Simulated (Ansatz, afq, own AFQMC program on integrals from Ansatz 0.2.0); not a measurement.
Atomization energy of HfH, doublet

```xyz
2

Hf    0.0000    0.0000    0.0000
H     0.0000    0.0000    1.8316
```

Atoms in their ground-state spins without spin–orbit coupling (mostly on UHF) minus the molecule (ROHF), without zero-point energy. The geometry is a stationary point, not shown to be a minimum.

Basis def2-TZVPP with its core potentials. Noble-gas cores (and the filled d shells of Ga–Kr and In–Xe) are frozen. Ansatz 0.2.0 and our own AFQMC program on the same integrals; the CISD trial comes from CCSD amplitudes, and released means the phaseless constraint is let go. Error bars are statistical, one sigma. No spin–orbit coupling. The metal's outer-core s and p shells are frozen, which shifts wave-function levels against functionals. The errors of all members are added in quadrature.

No full CI on the walks' own integrals is used here; CCSDT(Q) serves as the reference and is uncertain by about the last step of the cluster series. Each member takes its own surest rung, up to full CI.

Errors are counted within def2-TZVPP, not against nature.

Cautions: no spin-orbit coupling; outer-core shells of the metal frozen; HfH (doublet): higher spins were not checked, a spin-contaminated unrestricted determinant lies lower (UHF 292 meV lower, ⟨S²⟩ 1.29), the released energies are still falling, so no released level is given (meV from the phaseless value at times in 1/Eh: -14 ± 3 at 0.60, -22 ± 3 at 1.20, -21 ± 4 at 2.00, -32 ± 3 at 3.00, -40 ± 4 at 4.20), though the last usable value meets CCSDT(Q) within the noise, CCSDT(Q) on the UHF determinant differs (34 meV lower), perhaps since the unrestricted series falls towards higher spin, its ph-AFQMC/CISD value lies 46 ± 4 meV above CCSDT(Q); Hf (triplet): its ph-AFQMC/CISD value lies 43.4 ± 0.8 meV above full CI.

Reference (CCSDT(Q)): 62.9 kcal/mol.

| level | atomization energy (kcal/mol) | error against CCSDT(Q) (kcal/mol) |
| --- | --- | --- |
| HF | 39.8 | -23.1 |
| MP2 | 57.1 | -5.8 |
| CCSD | 62.3 | -0.6 |
| CCSD(T) | 62.7 | -0.1 |
| CCSDT | 62.9 | 0.0 |
| ph-AFQMC/HF | 62.9 ± 0.5 | 0.0 ± 0.5 |
| ph-AFQMC/CISD | 62.8 ± 0.09 | -0.1 ± 0.09 |

Correlation beyond CCSD(T) adds 0.1 kcal/mol. The perturbative (T) step is worth +0.5 kcal/mol.

A walk keeps the symmetry of its determinant, which the program's search chose and which needn't be the lowest solution, so a lower state of the same spin and another symmetry isn't excluded.
